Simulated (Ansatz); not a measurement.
**Structure relaxation of Si₇Ge**

All numbers below come from DFT r2SCAN, scalar-relativistic, plane waves, PAW (Ansatz 0.2.0). Cutoff 500 eV, Γ-centred k mesh, Gaussian smearing, no spin polarisation in the final step.

This is the end of a relaxation of cell and atoms.

```xyz
8
Lattice="5.4680 0.0000 0.0000 0.0000 5.4680 0.0000 0.0000 0.0000 5.4680" Properties=species:S:1:pos:R:3 pbc="T T T"
Si    1.3803    1.3803    1.3803
Si    0.0000    2.7340    2.7340
Si    2.7340    2.7340    0.0000
Si    2.7340    0.0000    2.7340
Si    4.0877    1.3803    4.0877
Si    4.0877    4.0877    1.3803
Si    1.3803    4.0877    4.0877
Ge    0.0000    0.0000    0.0000
```

The zero of energy is the elements' standard structures at the same level; no fitted shifts are applied.

Question: What space group does it have?

Answer: P-43m (No. 215). Conventional cell: a = 5.468 Å. Around Si on Wyckoff site e (4 atoms of the primitive cell) lie 3 Si at 2.36 Å and 1 Ge at 2.39 Å; Si on Wyckoff site c (3 atoms of the primitive cell) is coordinated by 4 Si at 2.36 Å; Ge is coordinated by 4 Si at 2.39 Å.

Question: What is its formation energy per atom?

Answer: 0.003 eV/atom.

Question: Is it a metal?

Answer: No, the gap on the 8×8×8 mesh is 0.59 eV.

The final run used a 8×8×8 mesh on its 8-atom cell and 0.02 eV smearing.

Cost: 2 runs of about 0.79 core-minutes in all, on Intel Xeon 6975P-C (Granite Rapids) (shared hosts).